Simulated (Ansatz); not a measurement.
# Ta3Si5C5N3: short dynamics, then relaxation

A packing of 16 atoms, thrown in at random and pushed apart as soft spheres with like charges further apart (5 C, 3 N, 5 Si, 3 Ta) went through Langevin stages in a fixed cell of 12.07 Å³/atom, at one k point, without spin and with a Fermi–Dirac width of kT (0.05 eV at least). The calculation used DFT PBE, scalar-relativistic, plane waves, PAW (Ansatz).

```json
{"thermostat (K)": "4000", "duration (fs)": "48", "friction (1/fs)": "0.030", "cutoff (eV)": "320", "mean T (K)": "4908", "mean P (GPa)": "15.2", "mean square displacement (Å²)": "0.58"}
{"thermostat (K)": "4000", "duration (fs)": "500", "friction (1/fs)": "0.030", "cutoff (eV)": "420", "mean T (K)": "4125", "mean P (GPa)": "17.6", "mean square displacement (Å²)": "3.51"}
{"thermostat (K)": "2880", "duration (fs)": "500", "friction (1/fs)": "0.030", "cutoff (eV)": "420", "mean T (K)": "2925", "mean P (GPa)": "11.9", "mean square displacement (Å²)": "1.68"}
{"thermostat (K)": "1600", "duration (fs)": "500", "friction (1/fs)": "0.030", "cutoff (eV)": "420", "mean T (K)": "1580", "mean P (GPa)": "7.4", "mean square displacement (Å²)": "0.80"}
{"thermostat (K)": "300", "duration (fs)": "500", "friction (1/fs)": "0.030", "cutoff (eV)": "420", "mean T (K)": "307", "mean P (GPa)": "3.3", "mean square displacement (Å²)": "0.14"}
```

Means run over the second half of a stage; pressure includes the kinetic part; displacements count from the stage's start, the atoms' common shift taken off.

Cell and atoms were then relaxed on coarser meshes and computed once more: Settings: cutoff 420 eV, Γ-centred mesh 6×6×6 on the computed 16-atom cell, Gaussian smearing of 0.10 eV; no spin polarisation.

Task: What structure is left?

Result: One draw of many: 12.56 Å³/atom with a gap on the mesh of 0.09 eV, 0.27 eV/atom above the elements' standard states (static lattices, no corrections for gases) (a random packing after short dynamics, relaxed).

Counting as bonded all pairs within 1.2 times the summed covalent radii:

```tsv
atom → neighbour	mean count	mean length (Å)	spread (Å)
C → C	0.40	1.45	0.00
C → N	0.60	1.43	0.03
C → Si	1.40	1.92	0.10
C → Ta	2.00	2.27	0.09
N → C	1.00	1.43	0.03
N → Si	0.67	1.84	0.01
N → Ta	2.33	2.19	0.11
Si → C	1.40	1.92	0.10
Si → N	0.40	1.84	0.01
Si → Si	1.60	2.40	0.08
Si → Ta	2.40	3.00	0.26
Ta → C	3.33	2.27	0.09
Ta → N	2.33	2.19	0.11
Ta → Si	4.00	3.00	0.26
Ta → Ta	3.33	3.52	0.40
```

Angles between all pairs of such bonds at an atom (mean ± spread): 106 ± 26° at C, 106 ± 22° at N, 99 ± 32° at Si, 94 ± 36° at Ta.

```
Si C Ta N
1.0
     5.65877   -0.37717   -0.30170
    -0.40246    5.77601    0.03012
    -0.33405    0.00335    6.19501
Si C Ta N
5 5 3 3
Direct
  0.55379 0.47491 0.03832
  0.78615 0.35153 0.34384
  0.15479 0.46801 0.09517
  0.75271 0.33803 0.72593
  0.23350 0.01592 0.95303
  0.38364 0.91606 0.62463
  0.01358 0.15992 0.09074
  0.02096 0.56580 0.80988
  0.06188 0.57246 0.34930
  0.27627 0.13004 0.62759
  0.32720 0.52508 0.62894
  0.97345 0.86605 0.53205
  0.68648 0.95492 0.93228
  0.57636 0.81324 0.56908
  0.98076 0.79531 0.86655
  0.86644 0.06949 0.25888
```

The final mesh leaves forces up to 0.23 eV/Å and stresses up to 0.7 GPa: the relaxation ran on a coarser mesh, so the cell's shape, its bonds and its energy belong partly to that mesh.

Spin-orbit coupling is left out, which matters for the bands of heavy elements.

Cost: 6 runs of about 26 core-minutes in all (earlier runs that led there not counted), on Arm Neoverse V2 (shared hosts).